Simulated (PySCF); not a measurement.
# Dipole moment and polarisability of `Nc1ccsc1`

C₄H₅NS.
Atom-mapped SMILES: `[NH2:1][c:2]1[cH:3][cH:4][s:5][cH:6]1` (hydrogens: H7, H8 on N1; H9 on C3; H10 on C4; H11 on C6)

Geometry (GFN2-xTB, Å), atoms numbered from 1 in this order:
```xyz
11
C4H5NS angstrom
N     -1.7642   -0.4888    0.1383
C     -0.4709    0.0061    0.0634
C      0.6679   -0.8295   -0.1199
C      1.8339   -0.1421   -0.0774
S      1.5898    1.5371    0.1893
C     -0.1190    1.3129    0.2334
H     -2.4869    0.1992   -0.0077
H     -1.9171   -1.3378   -0.3844
H      0.5999   -1.8922   -0.2715
H      2.8314   -0.5181   -0.1862
H     -0.7595    2.1559    0.3966
```

Level: B3LYP/def2-SVPD (PySCF), static field, nuclei fixed, core orbitals frozen in the response. The polarisability tensor in these axes (au):

```
x   87.86  9.02 -0.54
y    9.02 81.60  4.54
z   -0.54  4.54 48.81
```

**Question.** Diagonalise the tensor; give its mean and Δα, where Δα² is half the sum of the squared differences of the eigenvalues.

**Answer.** Principal values 48.11, 75.78 and 94.38 au; mean 72.76 au = 10.78 Å³ = 12.00 × 10⁻⁴⁰ C²·m²/J; Δα = 40.32 au (55 % of the mean).

**Question.** What is the dipole moment, and where does it point?

**Answer.** (-1.34, -0.84, -0.99) D, 1.87 D in size, pointing from the negative to the positive side. Measured along this direction, the outermost atoms are S5 at the negative end and H8 at the positive end.

**Question.** Orientational against electronic polarisability at 298 K (dilute gas, rigid molecules)?

**Answer.** In Gaussian units μ²/3kT = 28.24 Å³ against 10.78 Å³, a ratio of 2.62; the Debye molar polarisation (4π/3)N_A(α + μ²/3kT) is 98.4 cm³/mol, leaving out the vibrational part.

**Question.** What would n − 1 = 2πNα be for an ideal gas of these molecules at 298.15 K and 1 atm, electronic part alone?

**Answer.** N = p/kT = 2.4615 × 10¹⁹ cm⁻³, so n − 1 = 2π × N × 10.78 × 10⁻²⁴ cm³ = 1667 × 10⁻⁶ at long wavelengths.

**Question.** What depolarisation ratio follows for Rayleigh scattering of linearly polarised light, taking the static tensor?

**Answer.** ρ = 3Δα²/(45ᾱ² + 4Δα²) = 4878.1/(238208 + 6504.1) = 0.0199.

Geometry: GFN2-xTB; no solvent, vibrations or thermal averaging.
